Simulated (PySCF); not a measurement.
# Fluorine: a sound run and one with changed settings

Sound run: F [He] 2s2 2p5, F⁺ [He] 2s2 2p4. All numbers are calculated (PySCF 2.14, the non-relativistic Hamiltonian (point nucleus), in pcseg-2 (4s3p2d1f, 30 functions)). In the sound run the correlated levels freeze 1s2. The sound run starts from symmetry-adapted Hartree-Fock orbitals and uses a fine grid where one is needed.

Changed run: a valence shell is frozen. This setting is unsound on purpose.

| species | method | sound run (hartree) | changed run (hartree) | converged |
| --- | --- | --- | --- | --- |
| F | MP2 | -99.59764 | -99.52670 | yes |
| F | CCSD(T) | -99.61326 | -99.53416 | yes |
| F⁺ | MP2 | -98.96358 | -98.89467 | yes |
| F⁺ | CCSD(T) | -98.98115 | -98.90170 | yes |

Ionisation energy of F:

```csv
method,sound run (eV),changed run (eV)
UHF,15.685,15.685
MP2,17.254,17.198
SCS-MP2,17.236,17.254
CCSD,17.157,17.171
CCSD(T),17.201,17.210
```

Freezing a valence shell removes pair correlation that changes on ionisation.

For comparison, NIST gives 17.423 eV between the lowest levels.
